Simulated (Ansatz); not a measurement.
Born–Oppenheimer molecular dynamics of CH$_{6}$BN (9 atoms, charge 0, multiplicity 1). It goes on from the last frame of an earlier run, with new velocities.

These are results of RKS PBE/def2-mTZVP in Ansatz 0.2.0, not measurements.

```yaml
ensemble: NVT, Nosé–Hoover chain
time_step: 0.5 fs
steps_asked: 100
set_temperature: 3000 K
thermostat: time constant 20 fs, chain length 5
seed: 361578
```

First frame:

```xyz
9
Properties=species:S:1:pos:R:3
B 0.090 -0.122 -0.051
H -0.021 -0.506 1.120
N 1.315 0.016 -0.763
H 2.210 -0.192 -0.314
H 1.413 0.562 -1.615
C -1.329 -0.025 -0.796
H -2.096 -0.788 -0.920
H -1.868 0.706 -0.216
H -1.189 0.550 -1.718
```

How far do the bonds stretch over the last three quarters of this one trajectory? (Pairs bonded in most of those frames.)


```csv
bond,mean (Å),spread (Å),shortest,longest
B1–H2,1.227,0.051,1.12,1.33
B1–N3,1.454,0.050,1.37,1.53
B1–C6,1.571,0.054,1.49,1.64
N3–H4,1.054,0.071,0.92,1.19
N3–H5,1.098,0.132,0.89,1.32
C6–H7,1.134,0.038,1.06,1.19
C6–H8,1.130,0.094,0.98,1.27
C6–H9,1.132,0.059,1.05,1.26
```

Mean temperature of the second half: 2861 K. The conserved energy stayed within 3.8 meV per atom of its start (net change 1.7 meV per atom), so the integration is sound. A run of 0.05 ps of so small a system gives no equilibrium averages. The orbitals stay closed-shell, which can raise the energy where a bond breaks towards radicals; this wasn't checked here.

Run time: 2.3 min on 1 thread of Arm Neoverse V2, on a shared host, peak memory 0.12 GiB.
